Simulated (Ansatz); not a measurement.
Isolated molecules relaxed with PBE0-D4/def2-TZVP in Ansatz; ΔE leaves out vibrations. CCSD(T)/CBS adds triple-zeta CCSD(T) − MP2 to the extrapolated MP2 energy (def2 sets, frozen cores). This one scheme is used for every species. Functionals use def2-TZVPP. Each species was taken in one conformer, which may not be the lowest.

Consider the substitution at a C–C bond: `FCC(F)Cl` + H–F → `FC(F)Cl` + `CF`.

`FCC(F)Cl`:

Cartesian coordinates in Å:
```
F 0.216 1.766 0.372
C 0.018 0.664 -0.423
C -0.045 -0.564 0.448
F 1.154 -0.782 1.040
Cl -0.464 -1.955 -0.571
H -0.923 0.780 -0.966
H 0.849 0.574 -1.127
H -0.805 -0.484 1.226
```

H–F:

Cartesian coordinates in Å:
```
F 0.029 0.456 0.052
H -0.029 -0.456 -0.052
```

`FC(F)Cl`:

Z-matrix (Å, degrees):
```
C
F 1 1.334
Cl 1 1.763 2 109.7
F 1 1.334 2 108.3 3 -119.8
H 1 1.090 2 110.0 3 120.0
```

`CF`:

```xyz
5

C    -0.053    0.031   -0.002
F     1.134   -0.664    0.043
H    -0.636   -0.314   -0.859
H     0.162    1.097   -0.103
H    -0.608   -0.150    0.921
```

CCSD(T)/CBS gives +8.9 kcal/mol.

Problem. Another level gave +5.0 kcal/mol. Which?
A. MP2/def2-TZVPP
B. HF/def2-TZVPP
C. PBE0-D4/def2-TZVPP
D. r2SCANh/def2-TZVPP

Solution. D. r2SCANh 5.0, HF/def2-TZVPP 3.1, PBE0-D4 6.2, MP2/def2-TZVPP 9.0 kcal/mol.

Problem. What do rigid-rotor, harmonic-oscillator terms from PBE0-D4/def2-TZVP frequencies (298.15 K, 1 bar) make of the CCSD(T)/CBS value? (Estimate.)

Solution. Ansatz gave: ΔZPE = +0.8 kcal/mol, ΔH = +9.2 kcal/mol, ΔS = 17 J/(mol·K), ΔG = +7.9 kcal/mol.

Largest T1 diagnostic among the species: 0.011.

From BLYP to BHLYP (50 % exact exchange), in def2-TZVPP and without D4, ΔE moves by +1.8 kcal/mol. At CCSD(T), def2-SVP lies −5.2 kcal/mol from the extrapolated value and def2-TZVPP −1.4 kcal/mol. In def2-TZVPP, CCSD(T) changes the Hartree–Fock value by +4.4 kcal/mol (the triples alone add +0.3 kcal/mol) and MP2 by +5.9 kcal/mol.
